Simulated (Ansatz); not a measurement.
TlInSe2 (I4/mcm, No. 140)

Calculation: dielectric-dependent PBEsol hybrid in Ansatz (plane waves, PAW).

Settings: plane-wave cutoff 460 eV, 4×4×4 k mesh, Fermi–Dirac smearing 0.01 eV, scalar-relativistic PAW data made under PBE.

Cell: measured lattice: a = b = 8.0750 Å, c = 6.8470 Å, α = β = γ = 90.00°.

```
Item                            Value
--------  ---------------------------
band gap  0.95 eV (on the SCF k mesh)
Γ–Γ gap                       3.52 eV
```

Measured, for comparison: band gap 1.12 eV (temperature not stated, not corrected to a static lattice, thermal gap; as tabulated in arXiv:0804.1639).

Note: cell and atoms aren't relaxed at this level (pressure -0.3 GPa).

Spin–orbit coupling is not included; with these elements it can move the gap by several tenths of an eV or more.

Computing time: about 5 core-minutes (a rough figure).

Ansatz is a program for electronic structure.
